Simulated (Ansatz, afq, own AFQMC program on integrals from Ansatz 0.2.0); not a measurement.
AFQMC on a folder of integrals that Ansatz 0.2.0 wrote.

```yaml
crystal:
  periodic: [false, false, false]
  atoms:
    - {symbol: Al, position_ang: [0.000000, 0.043760, 0.774290]}
    - {symbol: N, position_ang: [0.000000, -0.126579, -1.342869]}
    - {symbol: H, position_ang: [0.000000, 0.587568, -2.065954]}
basis:
  gaussian: {orbitals: cc-pVDZ}
magnetization: {spin_polarized: true, initial_magnetization: 1}
correlation: {method: ccsd_t, electrons: outside_noble_gas, hamiltonian_folder: ham}
```

```sh
$ ansatz run in.yaml --threads 1 --pin off --events-out ev --progress --plain --max-ram 1382MiB
```

Options of the walk:

```
--method phaseless --trial hf --walkers 120 --populations 1 --least-time 40 --time-step 0.005 --steps-per-block 20 --equilibration-blocks 112 --max-blocks 600 --target-error 0.00108 --factor-cut 1e-05 --start spin_pure --seed 9232 --taylor-order 6
```

Times are imaginary, in 1/Eh. The walk had a cap of 678 s.

Log:

```
orbitals 31  electrons 5 4  factors 220 of 362
reference energy -296.88870743 Eh
CCSD correlation -0.20993913 Eh in 16 cycles, weight of the determinant in the CISD state 0.8715
energy of the start -296.889410 Eh
 block  time / (1/Eh)  mean weight  energy / Eh
     1     0.100  1.0013  -296.940225
     2     0.200  1.0040  -296.965993
     3     0.300  1.0010  -296.994179
     4     0.400  0.9995  -297.018870
     5     0.500  1.0014  -297.036476
     8     0.800  1.0026  -297.075283
    18     1.800  1.0009  -297.090642
    69     6.900  0.9987  -297.096718
   120    12.000  1.0002  -297.128846
   171    17.100  1.0010  -297.162756
   205    20.500  1.0007  -297.074971
   222    22.200  0.9987  -297.113723
   273    27.300  1.0009  -297.104092
   324    32.400  1.0011  -297.106926
   375    37.500  1.0001  -297.146318
   426    42.600  0.9988  -297.086613
   477    47.700  0.9998  -297.152369
   528    52.800  0.9992  -297.087963
   579    57.900  1.0006  -297.107715
   630    63.000  1.0019  -297.107936
   681    68.100  0.9999  -297.118536
   698    69.800  0.9981  -297.121858
blocks merged  error / Eh  count
     1  0.000990  600
     2  0.001325  300
     4  0.001726  150
     8  0.002175  75
    16  0.002714  37
    32  0.002889  18
    64  0.003129  9
energy -297.114827 +/- 0.002889 Eh
(rows thinned)
```

The run passed its tests (sampling time, drift between the halves within three errors, error under three times the target), which doesn't prove that it has relaxed.

Against this walk (error 78.6 meV) on the same determinant: CCSD(T) 278.3 meV higher, CCSDT(Q) 228.9 meV higher, a separate phaseless walk with a CISD trial and standard settings 240.2 ± 80.4 meV higher. The error is statistical and leaves out the bias of the constraint.

Cautions: constraint bias not in the error; error above the target (78.6 against 29.4 meV).

The walk took 2.3 min on 1 thread of Arm Neoverse V2, on a shared host. The log's last line is the phaseless energy.

CCSDT and higher add their correlation energy to the determinant of the CCSD(T) run, since their own runs factorise the integrals more tightly (a shift of under 2 meV). A walk keeps the symmetry of its determinant, which the program's search chose and which needn't be the lowest solution, so a lower state of the same spin and another symmetry isn't excluded.
